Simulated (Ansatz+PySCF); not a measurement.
Values are calculated unless marked as measured or tabulated.
## Several solutions for singlet C4H4

```tsv
atom	x (Å)	y (Å)	z (Å)
C	0.7213	0.8460	0.0000
C	-0.7213	0.8460	0.0000
C	-0.7213	-0.8460	0.0000
C	0.7213	-0.8460	0.0000
H	1.5561	1.6775	0.0000
H	-1.5561	1.6775	0.0000
H	-1.5561	-1.6775	0.0000
H	1.5561	-1.6775	0.0000
```

Basis set: def2-SVP (spherical functions). Charge 0, multiplicity 1.

UHF was run from several starts with Ansatz (development build ahead of 0.2.0) and PySCF 2.14.0.

```tsv
run	program	start	converged	energy (hartree)	<S²>
A	PySCF	guess 1e, instabilities followed	yes	-153.50701	1.22
B	Ansatz	search for the lowest state	yes	-153.50700	1.22
C	Ansatz	atomic start, no search	yes	-153.45964	0.00
D	PySCF	guess minao, instabilities followed	yes	-153.50701	1.22
E	PySCF	guess huckel, instabilities followed	yes	-153.50701	1.22
F	PySCF	guess atom, instabilities followed	yes	-153.50701	1.22
G	PySCF	program defaults	yes	-153.45965	0.00
H	Ansatz	stability test followed	yes	-153.50700	1.22
```

(1) Which runs reached the lowest solution of this kind, and what is wrong with the others?

Results:

(1) A, B, D, E, F, H reached the lowest solution found. Converged but too high: C by 1.29 eV, G by 1.29 eV. Convergence only shows a stationary point, and even a stable one can lie too high; stability tests and further starts are what find lower ones. Caution: the unrestricted determinant is a mixture of spin states. Caution: the determinant breaks the point group.
